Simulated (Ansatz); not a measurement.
Born–Oppenheimer molecular dynamics of CH9NSi (12 atoms, charge 0, multiplicity 1). It starts at the highest image of a converged band. Of that band: Neighbouring images differ by up to 2.3 eV, so the band resolves the path poorly. A vibrational analysis at the climbing image gives one clearly imaginary mode, 1426i cm⁻¹: a first-order saddle point.

Method: UKS B3LYP-D4/def2-SVP in Ansatz 0.2.0.

```json
{
 "ensemble": "NVE (velocity Verlet)",
 "time step": "0.5 fs",
 "steps asked": "200",
 "starting velocities drawn for": "300 K",
 "seed": "11354"
}
```

Frames 2.5 fs apart, positions in Å, forces in eV/Å.

Velocities at 45.0 fs (Å/ps):

```
Si -2.93 -5.40 -0.92
C -3.68 0.80 -6.80
H 12.04 64.85 -59.27
H -11.03 48.16 -11.48
N 1.87 6.90 1.72
H 26.01 -77.62 97.02
H 43.75 -44.91 82.73
H 4.11 35.18 -11.66
H -20.12 -22.17 -36.94
H 10.92 23.43 12.77
H 21.18 18.98 14.82
H 12.64 -0.70 -5.28
```

```xyz
12
Properties=species:S:1:pos:R:3:forces:R:3 time_fs=45.0 energy_less_start_eV=-1.992 T=1842
Si -0.218 -0.489 -0.078 0.68 -1.30 1.15
C 0.566 1.060 0.306 1.52 2.66 0.53
H 1.119 -1.170 -0.453 -1.09 -0.73 0.25
H -0.940 -0.664 1.280 0.20 -0.85 -0.85
N -1.221 -0.697 -1.427 -0.91 0.38 -1.78
H 1.933 -2.498 3.865 0.33 -0.04 0.03
H 1.190 -2.398 3.811 -0.33 0.05 -0.03
H 0.124 1.583 1.178 0.16 0.12 -0.33
H 0.679 1.757 -0.541 -0.22 0.18 -0.01
H 1.626 0.806 0.541 -0.41 0.16 0.28
H -0.663 -0.750 -2.300 -0.62 -0.04 0.54
H -2.065 -0.114 -1.596 0.71 -0.59 0.25
12
Properties=species:S:1:pos:R:3:forces:R:3 time_fs=47.5 energy_less_start_eV=-1.741 T=1647
Si -0.225 -0.504 -0.079 1.08 -0.05 0.89
C 0.561 1.069 0.290 1.56 2.89 0.55
H 1.119 -1.035 -0.592 -0.81 -1.21 0.45
H -0.963 -0.574 1.231 -0.03 -1.30 -0.20
N -1.218 -0.680 -1.427 0.03 -0.60 -1.03
H 2.013 -2.695 4.109 0.12 -0.03 0.02
H 1.285 -2.508 4.016 -0.12 0.03 -0.02
H 0.138 1.671 1.135 0.02 -0.14 -0.60
H 0.624 1.704 -0.629 0.02 -0.04 0.45
H 1.635 0.870 0.577 -0.74 0.15 -0.15
H -0.627 -0.705 -2.253 -0.23 -0.12 -0.32
H -2.026 -0.125 -1.604 -0.90 0.43 -0.04
12
Properties=species:S:1:pos:R:3:forces:R:3 time_fs=50.0 energy_less_start_eV=-1.600 T=1539
Si -0.229 -0.518 -0.078 1.31 1.08 0.43
C 0.563 1.093 0.277 0.58 2.10 -0.01
H 1.071 -0.971 -0.704 -0.31 -1.44 0.60
H -0.989 -0.561 1.171 -0.31 -1.46 0.55
N -1.215 -0.664 -1.431 -0.62 -0.47 -0.61
H 2.096 -2.891 4.353 -0.68 0.26 -0.13
H 1.375 -2.617 4.221 0.68 -0.26 0.12
H 0.152 1.753 1.059 -0.41 0.02 -0.17
H 0.571 1.651 -0.693 0.31 0.03 0.47
H 1.606 0.942 0.606 0.10 -0.06 -0.26
H -0.605 -0.666 -2.224 0.10 -0.11 -0.98
H -2.030 -0.117 -1.613 -0.75 0.31 -0.03
12
Properties=species:S:1:pos:R:3:forces:R:3 time_fs=52.5 energy_less_start_eV=-1.675 T=1597
Si -0.230 -0.531 -0.077 1.10 1.81 0.37
C 0.568 1.126 0.264 -0.46 0.83 -0.18
H 1.003 -0.992 -0.780 0.15 -1.39 0.72
H -1.031 -0.633 1.140 -0.18 -1.33 0.61
N -1.215 -0.651 -1.438 -1.47 0.47 -1.69
H 2.150 -3.076 4.591 0.24 -0.13 0.06
H 1.496 -2.738 4.432 -0.25 0.13 -0.06
H 0.143 1.836 0.973 -0.65 0.15 0.22
H 0.536 1.601 -0.731 0.52 0.28 0.01
H 1.583 1.011 0.620 0.88 -0.16 -0.17
H -0.583 -0.634 -2.244 -0.64 -0.05 -0.13
H -2.073 -0.093 -1.622 0.76 -0.61 0.24
12
Properties=species:S:1:pos:R:3:forces:R:3 time_fs=55.0 energy_less_start_eV=-1.962 T=1818
Si -0.230 -0.539 -0.074 0.47 1.74 0.54
C 0.571 1.164 0.251 -0.42 0.14 0.34
H 0.944 -1.094 -0.812 0.29 -1.03 0.90
H -1.082 -0.784 1.141 0.43 -0.85 -0.08
N -1.220 -0.635 -1.451 -0.70 0.32 -1.56
H 2.211 -3.267 4.832 0.15 -0.10 0.05
H 1.609 -2.854 4.640 -0.15 0.10 -0.05
H 0.098 1.925 0.897 -0.30 -0.31 0.02
H 0.530 1.567 -0.767 0.56 0.36 -0.25
H 1.604 1.071 0.622 0.15 -0.03 -0.31
H -0.596 -0.605 -2.276 -0.83 -0.05 0.26
H -2.081 -0.100 -1.619 0.35 -0.29 0.13
12
Properties=species:S:1:pos:R:3:forces:R:3 time_fs=57.5 energy_less_start_eV=-2.176 T=1984
Si -0.228 -0.544 -0.070 0.01 0.93 0.33
C 0.573 1.202 0.239 -0.15 -0.15 0.07
H 0.900 -1.257 -0.791 0.07 -0.38 1.08
H -1.107 -0.984 1.139 0.94 -0.11 -0.68
N -1.229 -0.619 -1.471 0.35 -0.39 0.09
H 2.279 -3.460 5.074 -0.53 0.47 -0.22
H 1.715 -2.966 4.846 0.53 -0.47 0.22
H 0.035 1.996 0.823 0.17 -0.71 -0.14
H 0.558 1.553 -0.814 0.43 0.17 0.18
H 1.633 1.129 0.607 -0.69 0.09 -0.31
H -0.653 -0.578 -2.298 -0.03 -0.05 -0.54
H -2.074 -0.121 -1.609 -1.11 0.60 -0.08
12
Properties=species:S:1:pos:R:3:forces:R:3 time_fs=60.0 energy_less_start_eV=-2.293 T=2074
Si -0.226 -0.547 -0.066 -0.05 -0.07 -0.23
C 0.573 1.240 0.227 -0.31 -0.81 -0.90
H 0.860 -1.442 -0.706 -0.16 0.39 1.01
H -1.079 -1.191 1.098 0.96 0.62 -0.75
N -1.237 -0.604 -1.492 -0.48 0.19 0.57
H 2.322 -3.632 5.306 0.14 -0.16 0.07
H 1.846 -3.100 5.063 -0.14 0.16 -0.07
H -0.019 2.027 0.742 0.21 -0.47 0.11
H 0.611 1.549 -0.852 0.14 0.03 0.51
H 1.628 1.193 0.576 -0.44 0.08 0.14
H -0.716 -0.555 -2.348 0.22 -0.03 -0.57
H -2.118 -0.114 -1.601 -0.08 0.07 0.12
12
Properties=species:S:1:pos:R:3:forces:R:3 time_fs=62.5 energy_less_start_eV=-2.188 T=1993
Si -0.224 -0.550 -0.062 0.12 -0.69 -0.92
C 0.572 1.274 0.210 -0.68 -1.73 -1.38
H 0.812 -1.604 -0.562 -0.12 0.98 0.59
H -0.995 -1.362 1.016 0.46 1.05 -0.27
N -1.246 -0.588 -1.510 -0.67 0.72 -0.25
H 2.370 -3.810 5.542 0.13 -0.19 0.09
H 1.972 -3.228 5.276 -0.13 0.19 -0.09
H -0.062 2.032 0.668 -0.10 0.09 0.44
H 0.671 1.548 -0.862 -0.16 0.08 0.14
H 1.599 1.260 0.554 0.39 0.01 0.74
H -0.769 -0.534 -2.425 -0.29 -0.04 0.69
H -2.168 -0.103 -1.587 1.04 -0.47 0.22
12
Properties=species:S:1:pos:R:3:forces:R:3 time_fs=65.0 energy_less_start_eV=-1.939 T=1800
Si -0.221 -0.555 -0.060 0.31 -0.54 -1.70
C 0.567 1.299 0.188 -0.41 -1.99 -0.63
H 0.759 -1.710 -0.385 0.27 1.19 -0.09
H -0.886 -1.473 0.919 -0.43 1.03 0.61
N -1.258 -0.569 -1.528 0.53 0.12 0.27
H 2.423 -3.995 5.780 -0.31 0.61 -0.28
H 2.093 -3.349 5.487 0.31 -0.61 0.28
H -0.110 2.040 0.617 -0.05 0.08 0.32
H 0.724 1.552 -0.865 -0.27 0.18 -0.42
H 1.587 1.329 0.574 0.09 -0.06 0.76
H -0.835 -0.515 -2.468 -0.08 -0.03 0.72
H -2.167 -0.114 -1.560 0.04 0.04 0.16
12
Properties=species:S:1:pos:R:3:forces:R:3 time_fs=67.5 energy_less_start_eV=-1.590 T=1531
Si -0.219 -0.560 -0.062 0.32 0.21 -2.22
C 0.561 1.315 0.162 0.12 -1.51 0.22
H 0.722 -1.747 -0.212 0.83 0.98 -0.76
H -0.803 -1.523 0.859 -1.27 0.76 1.36
N -1.268 -0.550 -1.546 1.26 -0.54 1.88
H 2.462 -4.152 6.006 0.05 -0.15 0.07
H 2.227 -3.498 5.710 -0.05 0.15 -0.07
H -0.159 2.049 0.584 0.30 -0.33 -0.08
H 0.760 1.565 -0.889 -0.28 0.11 -0.21
H 1.577 1.394 0.636 -0.85 -0.22 0.17
H -0.904 -0.497 -2.475 0.56 0.05 -0.56
H -2.164 -0.123 -1.523 -0.99 0.48 0.19
12
Properties=species:S:1:pos:R:3:forces:R:3 time_fs=70.0 energy_less_start_eV=-1.503 T=1464
Si -0.215 -0.566 -0.069 0.06 0.60 -1.95
C 0.555 1.322 0.137 0.07 -1.22 0.29
H 0.734 -1.726 -0.084 1.11 0.65 -1.09
H -0.793 -1.525 0.875 -1.42 0.93 1.21
N -1.273 -0.533 -1.555 0.20 -0.07 1.85
H 2.502 -4.315 6.234 0.06 -0.27 0.12
H 2.361 -3.641 5.930 -0.06 0.27 -0.12
H -0.192 2.041 0.548 0.24 -0.36 -0.25
H 0.780 1.585 -0.923 -0.24 -0.04 0.39
H 1.521 1.445 0.710 -0.83 -0.36 -0.28
H -0.945 -0.476 -2.506 0.35 0.09 -0.18
H -2.206 -0.110 -1.476 0.46 -0.21 0.01
12
Properties=species:S:1:pos:R:3:forces:R:3 time_fs=72.5 energy_less_start_eV=-1.716 T=1628
Si -0.211 -0.570 -0.079 -0.22 0.47 -1.04
C 0.549 1.324 0.113 -0.62 -1.51 0.07
H 0.809 -1.665 -0.018 0.74 0.48 -1.07
H -0.863 -1.471 0.960 -0.79 1.35 0.24
N -1.277 -0.516 -1.557 0.21 0.01 0.87
H 2.546 -4.487 6.466 -0.05 0.67 -0.30
H 2.492 -3.775 6.146 0.05 -0.67 0.30
H -0.213 2.014 0.497 -0.31 0.02 -0.16
H 0.787 1.603 -0.938 -0.02 -0.07 0.41
H 1.421 1.476 0.769 0.14 -0.36 -0.14
H -0.965 -0.451 -2.543 -0.11 0.05 1.02
H -2.225 -0.107 -1.429 0.97 -0.43 -0.21
```

Of the whole run (100 fs, mean temperature of the second half 1788 K): The conserved energy stayed within 0.15 meV per atom of its start (net change 0.022 meV per atom), so the integration is sound. The system heated up, since it started high on the potential surface and ran downhill. A run of 0.1 ps of so small a system gives no equilibrium averages. The orbitals stay closed-shell, which can raise the energy where a bond breaks towards radicals; this wasn't checked here.

Run time: 4.5 min on 2 threads of Intel(R) Xeon(R) 6975P-C (Granite Rapids), on a shared host, peak memory 0.26 GiB.
